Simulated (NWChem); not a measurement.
System: hydrogen chloride (HCl); SMILES Cl

All runs: NWChem. All runs use the structure optimised with PBE0/def2-SVP.

Diagonal of the polarisability tensor at PBE0/def2-SVPD, static: 16.68, 16.68, 18.20 bohr³.

Question: Find the mean polarisability volume, the molar refraction, and the refractive index that an ideal gas of it would have at 273.15 K and 1 atm.

Answer: 
1. Mean: one third of the trace = 17.19 bohr³ × 0.14818 Å³/bohr³ = 2.55 Å³.
2. Molar refraction (Lorentz-Lorenz): (4π/3) N_A α = 6.4 cm³/mol.
3. Number density p/kT = 2.687 × 10⁻⁵ Å⁻³; n − 1 = 2π N α = 4.30 × 10⁻⁴.
4. These hold the electronic response alone: vibrational and orientational terms add to the static dielectric constant.
